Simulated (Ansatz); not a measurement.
Gallium, alpha-Ga (Cmce): convergence with cold smearing

Computed with Ansatz, PBE, scalar-relativistic PAW, on the relaxed cell (a = 4.622 Å, b = 7.746 Å, c = 4.546 Å; spin not included). Errors count from a run at 420 eV on a Γ-centred 11×11×9 mesh with Fermi-Dirac smearing of 0.1 eV, extrapolated to zero width. Fixed here: cutoff 420 eV, mesh 8×8×7. On a gapped cell the program narrows a wide typed smearing by itself. The SCF starts from atomic densities corrected by a trained network.

| width (eV) | E(σ→0) error (meV/atom) | F error (meV/atom) | P (GPa) | SCF iterations |
| --- | --- | --- | --- | --- |
| 0.01 | 1.2 | 1.2 | 0.01 | 8 |
| 0.03 | 1.2 | 1.2 | 0.02 | 6 |
| 0.1 | 1.3 | 1.3 | -0.01 | 7 |
| 0.2 | 1.0 | 1.1 | -0.05 | 7 |
| 0.3 | 0.9 | 1.4 | -0.08 | 7 |
| 0.6 | 0.7 | 6.4 | -0.17 | 7 |
| 1.0 | 8.9 | 19.2 | -0.05 | 7 |
